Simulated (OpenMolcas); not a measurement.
# singlet SiH+: levels of theory compared

Aim: a comparison of 6 runs (HF/6-311G, B2PLYP/6-311G, M06-2X/6-311G, PBE/6-311G, SVWN5/6-311G, CCSD(T)/6-311G) of singlet SiH+. 

Program for the calculation: OpenMolcas 26.06.

1 further run of the same task is left out (set aside as unsound or not needed).

**1. The molecule**

SiH+ has 2 atoms, charge +1, and is taken as a singlet. As SMILES of the parent species, `[SiH]`. The shape is that of a PBE0-D4/def2-TZVP optimisation. That shape belongs to the parent species and isn't relaxed for this state.

Bond lengths: Si1–H2 1.532 Å.

**2. A single-point energy at HF/6-311G (run 1)**

The input, calc.inp:

```
* HSi Hartree-Fock

&GATEWAY
 BASLIB = $CurrDir
 COORD
 2
 bohr
 Si     0.00000000     0.00000000    -0.01432412
 H      0.00000000     0.00000000     2.88020718
 BASIS = 6-311G
 GROUP = NoSym

&SEWARD

&SCF
 CHARGE = 1
 THRESHOLDS = 1e-10 1e-07 1e-07 1e-05
 PRORBITALS = 1 1
```

The basis set 6-311G is read from a file made from the Basis Set Exchange's data (not shown).

Run with:

```console
$ export MOLCAS_MEM=1860
$ pymolcas calc.inp > calc.log
```

Log:

```text
--- Start Module: gateway ---
[...]
--- Stop Module: gateway /rc=_RC_ALL_IS_WELL_ ---
--- Start Module: seward ---
[...]
      Basis functions           24
--- Stop Module: seward /rc=_RC_ALL_IS_WELL_ ---
--- Start Module: scf ---
[...]
       Convergence after  12 Iterations
[...]
::    Total SCF energy                               -289.1370077005
[...]
      Total spin, S                                     0.0000000000
[...]
      Total electronic charge=   14.000000
      Total            charge=    1.000000
[...]
      Dipole Moment (debye):
      Origin of the operator (angstrom)=    0.0000    0.0000    0.0457
                   X= -1.7004E-15               Y=  6.2689E-16               Z=  7.6581E-01           Total=  7.6581E-01
      Center of Charge (angstrom)
[...]
--- Stop Module: scf /rc=_RC_ALL_IS_WELL_ ---
[...]
```

It took 1.4 s on 1 thread of Arm Neoverse V2, shared host; peak memory 0.37 GiB.

**3. A single-point energy at B2PLYP/6-311G (run 2)**

The input, calc.inp:

```
* HSi Kohn-Sham DFT

&GATEWAY
 BasLib = $CurrDir
 Coord
 2
 bohr
 Si     0.00000000     0.00000000    -0.01432412
 H      0.00000000     0.00000000     2.88020718
 Basis = 6-311G
 Group = NoSym

&SEWARD
 GridInput
 Grid=UltraFine
 End of Grid

&SCF
 Charge = 1
 KSDFT = B2PLYP_SCF
 Thresholds = 1e-10 1e-07 1e-07 1e-05
 PrOrbitals = 1 1

&MBPT2
 Frozen = 5
```

The basis set 6-311G is read from a file made from the Basis Set Exchange's data (not shown).

Run with:

```console
$ export MOLCAS_MEM=1860
$ pymolcas calc.inp > calc.log
```

Log:

```text
--- Start Module: gateway ---
[...]
--- Stop Module: gateway /rc=_RC_ALL_IS_WELL_ ---
[...]
      Basis functions           24
[...]
--- Start Module: scf ---
[...]
       Convergence after  12 Iterations
[...]
::    Total KS-DFT energy                            -289.5377612262
[...]
      Total spin, S                                     0.0000000000
[...]
      Total electronic charge=   14.000000
      Total            charge=    1.000000
[...]
      Dipole Moment (debye):
      Origin of the operator (angstrom)=    0.0000    0.0000    0.0457
                   X= -1.2830E-16               Y=  4.3213E-16               Z=  6.7564E-01           Total=  6.7564E-01
      Center of Charge (angstrom)
[...]
--- Stop Module: scf /rc=_RC_ALL_IS_WELL_ ---
[...]
--- Start Module: mbpt2 ---
[...]
 ###    WARNING: MP2 implementation intended for RHF references only         ###
 ###############################################################################
MBPT2 WARNING: Reference function according to RunFile:KS-DFT
I'll assume you know what you're doing and continue
WARNING!
Default frozen orbitals as non valence orbitals is overwritten by user input.
Default values:   2
[...]
       Reference weight ( Cref**2 )         =        0.95970
::    Total MBPT2 energy                             -289.5845346378
[...]
      Total MBPT2 calculations                           0.03      0.03
--- Stop Module: mbpt2 /rc=_RC_ALL_IS_WELL_ ---
[...]
```

It took 2.7 s on 1 thread of Arm Neoverse V2, shared host; peak memory 0.37 GiB.

Runs 3 to 5 aren't shown in full; the table further down has their settings and results.

**4. The energy at CCSD(T)/6-311G (run 6)**

The input, calc.input:

```
&GATEWAY
BasLib=$CurrDir
Coord
2
bohr
Si     0.00000000     0.00000000    -0.01432412
H      0.00000000     0.00000000     2.88020718
Basis=6-311G
Group=NoSym
&SEWARD
&SCF
Charge=1
Thresholds=1e-10 1e-07 1e-07 1e-05
PrOrbitals=1 1
&RASSCF
FileOrb=$Project.ScfOrb
Spin=1
Nactel=0 0 0
Inactive=7
Ras2=0
OutOrbitals=Canonical
OrbListing=Nothing
&MOTRA
JobIph
Frozen=5
&CCSDT
CCT
Triples=2
Iterations=80
Accuracy=1e-08
Extrapolation=5 4
```

The basis set 6-311G is read from a file made from the Basis Set Exchange's data (not shown).

Run with:

```console
$ export MOLCAS_MEM=1860
$ pymolcas calc.input > calc.log
```

Log:

```text
--- Start Module: gateway ---
[...]
--- Stop Module: gateway /rc=_RC_ALL_IS_WELL_ ---
[...]
      Basis functions           24
[...]
       Convergence after  12 Iterations
[...]
::    Total SCF energy                               -289.1370077005
[...]
      Total spin, S                                     0.0000000000
[...]
      Number of active orbitals                  0
[...]
      Spin quantum number                      0.0
[...]
      Active orbitals                            0
[...]
      Number of CSFs                             1
[...]
      Number of root(s) required                 1
[...]
      Convergence after  4 iterations
[...]
      Natural orbitals and occupation numbers for root  1
      ************************************************************************************************************************
      *                                                    Final results                                                     *
      ************************************************************************************************************************
[...]
::    RASSCF root number  1 Total energy:   -289.13700770
[...]
      Total electronic charge=   14.000000
      Total            charge=    1.000000
[...]
      Dipole Moment (debye):
      Origin of the operator (angstrom)=    0.0000    0.0000    0.0457
                   X= -1.7004E-15               Y=  6.2689E-16               Z=  7.6581E-01           Total=  7.6581E-01
      Center of Charge (angstrom)
[...]
--- Start Module: motra ---
[...]
      *** WARNING: Default frozen orbitals is overwritten by user input.
      *** Default values:   2
[...]
--- Stop Module: motra /rc=_RC_ALL_IS_WELL_ ---
--- Start Module: ccsdt ---
[...]
      Convergence after                    11  Iterations
      Total energy (diff) :    -289.19081647      -0.00000001
[...]
 METHOD                       : CCSD+T(CCSD)+<T3(1)WT1> = CCSD(T)
[...]
       CCSD     =      -289.1908164694673
[...]
--- Stop Module: ccsdt /rc=_RC_ALL_IS_WELL_ ---
[...]
```

It took 2.2 s on 1 thread of Arm Neoverse V2, shared host; peak memory 0.37 GiB.

**5. All runs side by side**

```
run           level  frozen core orbitals  integration grid  energy (Eh)  HOMO energy (eV)  LUMO energy (eV)  HOMO–LUMO gap (eV)  wall time
  1       HF/6-311G                     –                 –  -289.137008            -17.77             -7.09               10.69      1.4 s
  2   B2PLYP/6-311G                     5         UltraFine  -289.550390            -16.21             -9.27                6.94      2.7 s
  3   M06-2X/6-311G                     –         UltraFine  -289.660370            -16.25             -9.61                6.64      3.3 s
  4      PBE/6-311G                     –         UltraFine  -289.529190            -14.18            -11.62                2.55      2.8 s
  5    SVWN5/6-311G                     –         UltraFine  -288.508649            -14.16            -11.79                2.37      2.5 s
  6  CCSD(T)/6-311G                     5                 –  -289.191160            -17.77             -7.09               10.69      2.2 s
```

**6. What came out**

| quantity | value |
| --- | --- |
| run 6: total energy | -289.19116 Eh |
| run 6: HOMO energy (Hartree–Fock orbitals) | -17.77 eV |
| run 6: LUMO energy (Hartree–Fock orbitals) | -7.09 eV |
| run 6: HOMO–LUMO gap (Hartree–Fock orbitals) | 10.69 eV |
| run 6: correlation energy (5 core orbitals frozen) | -54.2 mEh |
| run 6: (T) correction | -0.34 mEh |

**Reading.** Over runs 1, 2, 3, 4, 5 the HOMO–LUMO gap runs from 2.37 eV (SVWN5/6-311G) to 10.69 eV (HF/6-311G). Exact exchange widens orbital gaps. For B2PLYP the log adds the whole second-order term; the table takes 0.27 of it, as the functional is defined. Totals of different functionals can't be ranked against each other. All runs together took 15 s, the longest 3.3 s.
